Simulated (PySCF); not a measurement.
How good is the calculation?

Atoms are numbered as in `[F:1][C:2]([F:3])([F:4])[F:5]`.

One averaged value for each set of equivalent atoms, single conformer, relativity neglected, no solvent. σ from GIAO-PBE0/pcSseg-1; B3LYP/pcJ-1 coupling constants; geometry: PBE0-D3(BJ)/def2-SVP; PySCF 2.14.

Reference values: measured (gas, zero density; Jackowski, Slowinski, Molecules 2023, 28, 1499).
| atoms | quantity | reference | computed |
| --- | --- | --- | --- |
| C2 | σ 13C | 64.5 | 57.1 |
| F1/F3/F4/F5 | σ 19F | 258.8 | 249.7 |

Reference values: measured (gas, 300 K; A. A. Auer, PhD thesis, Mainz 2002 (Auer, Gauss, Stanton, JCP 2003, 118, 10407)).
```csv
atoms,quantity,reference,computed
C2,σ 13C,64.4,57.1
```

Absolute shieldings are compared as such; zero-point and thermal motion, absent here, lowers them by some tenths of a ppm for H, a few ppm for C and up to about 10 ppm for F.

Coupling constants in Hz:
```tsv
coupling	reference	computed	source
1J(C2,F5)	-258.3	-348.4	measured; gas, zero-density limit; Jackowski, Slowinski, Molecules 2023, 28, 1499
1J(C2,F1)	-259.2	-348.4	measured; Jessen and Sauer, arXiv:2312.00705
```

Task: How far are the unscaled 13C shieldings from the references?

Result: Mean signed difference -7.35 ppm, mean absolute 7.35 ppm over 2 comparisons; the largest is -7.4 ppm at C2 (CF4 carbon).

5 of the 23 published NMR values on file for this molecule are compared. The rest: values from further sources, other calculations.
